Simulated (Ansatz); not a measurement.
A geometry relaxed with Ansatz (a quantum-chemistry and plane-wave program) with PBE-D3(BJ)/def2-TZVP, charge 0, multiplicity 2:

```xyz
3

H      0.8084    -0.2172     0.0000
H     -0.8084    -0.2173     0.0000
N      0.0000     0.4345     0.0000
```

Question: Write the SMILES of this molecule.

Answer: `[NH2]`
